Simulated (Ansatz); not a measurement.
**HB–B–Cl, triplet: the ladder up to UCCSDT(Q)**

Geometry: that of the HB–B–Cl, singlet, kept fixed.

```xyz
4

B     0.0000    0.0000    0.8836
B     0.0000    0.0000   -0.6320
Cl    0.0000    0.0000   -2.3097
H     0.0000    0.0000    2.0581
```

Basis cc-pVDZ; Ansatz 0.2.0. Correlated methods freeze the noble-gas cores, which leaves 14 electrons in 44 orbitals. Prefix R: restricted or restricted open-shell reference; prefix U: unrestricted. Active spaces: frontier = (10e, 10o) about the gap.

Full CI isn't at hand for all of this; UCCSDT(Q) serves as the reference, and is uncertain by about the last step of the cluster series. The frozen core follows each run's orbitals, which can shift R against U totals by a few meV.

For open shells CISD is restricted-active-space CI with the open shells as a complete middle space.

- UHF ⟨S²⟩: 2.012
- T1 diagnostic (RCCSD): 0.0174
- largest doubles amplitude (RCCSD): 0.075
- T1 diagnostic (UCCSD): 0.0149

| level | E − E(UCCSDT(Q)) (kJ/mol) | share of correlation (%) | wall time |
| --- | --- | --- | --- |
| RHF | 802.2 | 0.00 | – |
| UHF | 793.6 | 1.07 | – |
| RMP2 | 114.3 | 85.75 | – |
| UMP2 | 115.1 | 85.65 | – |
| CISD | 97.7 | 87.82 | 33 s |
| RCCSD | 27.9 | 96.52 | – |
| UCCSD | 27.6 | 96.55 | – |
| RCCSD(T) | 4.7 | 99.41 | 6.5 s |
| UCCSD(T) | 4.7 | 99.41 | 6.5 s |
| BCCD(T) | 4.6 | 99.42 | 10 s |
| RCCSDT | 1.7 | 99.79 | – |
| UCCSDT | 1.6 | 99.80 | – |
| RCCSDT(Q) | 0.2 | 99.98 | 3.3 min |

The correlation energy at UCCSDT(Q), counted from RHF, is -8.314 eV. That run took 2.5 min on 1 thread of Intel Xeon, shared host.

Run but not shown, since their state or frozen core can't be matched to the reference's or they repeat it: CASSCF (frontier space), NEVPT2 (frontier space), MRCISD (frontier space), MRCISD+Q (frontier space).

Times hold each run's SCF and search for its determinant on a shared host, so for small cases they say little of a method's own cost; they ran on 1 thread of Intel Xeon.
